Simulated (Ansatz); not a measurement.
System: HS, charge -1, singlet. HS- (SMILES [SH-]).
B3LYP-D3(BJ)/def2-TZVP minimum from Ansatz (a program for electronic structure):
```xyz
2

S      0.0000     0.0000    -0.0794
H      0.0000     0.0000     1.2697
```
Charge -1, spin multiplicity 1.

Total energies in aug-cc-pV(Q+d)Z, 8 correlated electrons, 5 frozen orbitals. UHF or UKS for unpaired electrons; spin-orbit terms are left out. Cores are frozen in correlated methods. No relativity.

```
method    program  energy (Eh)  minus CCSDT(Q) (mEh)
--------  -------  -----------  --------------------
HF         Ansatz   -398.14912                243.65
MP2        Ansatz   -398.36406                 28.72
CCSD       Ansatz   -398.37993                 12.85
CCSD(T)    Ansatz   -398.39158                  1.20
CCSDT(Q)   Ansatz   -398.39278                  0.00
```

Rough core times of Ansatz's runs on a shared machine: CCSD(T) under 20 s, CCSDT(Q) 4 min.
